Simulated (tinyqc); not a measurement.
Stretching all distances: RHF, UHF, MP2, CISD and CCSD against full CI in the sto-3g basis, for BH, spin multiplicity 1. Computed by the program tinyqc with PySCF. All coordinates are multiplied by the scale. c0^2 is the weight of the RHF determinant in the lowest singlet FCI state (UHF is spin-contaminated and may lie near states of higher spin) and n(LUMO) the first natural occupation beyond the occupied space.

Geometry (angstrom):
```
atom       x       y       z
B     0.0000  0.0000  0.0000
H     0.0000  0.0000  1.0830
```

Full CI energy (hartree) and errors against it (kcal/mol):
```
scale  distance 1-2 (angstrom)     E(FCI)     RHF     UHF     MP2   CISD   CCSD  <S^2> UHF   c0^2  n(LUMO)
0.910                    0.986  -24.76551  32.154  21.949  16.147  0.833  0.133      0.610  0.915    0.080
1.360                    1.473  -24.79397  42.327  37.842  20.073  1.724  0.099      0.438  0.907    0.068
1.580                    1.711  -24.76030  51.707  48.761  24.393  2.694  0.102      0.368  0.885    0.101
1.800                    1.949  -24.72569  64.162  50.653  30.372  4.133  0.095      0.670  0.845    0.187
2.030                    2.198  -24.69666  80.163  42.487  38.009  6.150  0.073      0.799  0.780    0.316
2.250                    2.437  -24.67804  97.293  35.139  45.528  8.360  0.042      0.906  0.704    0.463
```

Estimate the missing row, scale = 1.13.

Computed row:
```
scale  distance 1-2 (angstrom)     E(FCI)     RHF     UHF     MP2   CISD   CCSD  <S^2> UHF   c0^2  n(LUMO)
1.130                    1.224  -24.80980  35.694  28.794  17.292  1.114  0.100      0.523  0.916    0.073
```

UHF lies below RHF over the whole range. The weight c0^2 goes from 0.91 to 0.70 and n(LUMO) from 0.08 to 0.46: static correlation grows as the bonds break into open-shell fragments. The spread of the error along the curve, which distorts its shape, is CCSD 0.1, CISD 7.5, UHF 28.7, MP2 29.4, RHF 65.1 kcal/mol.
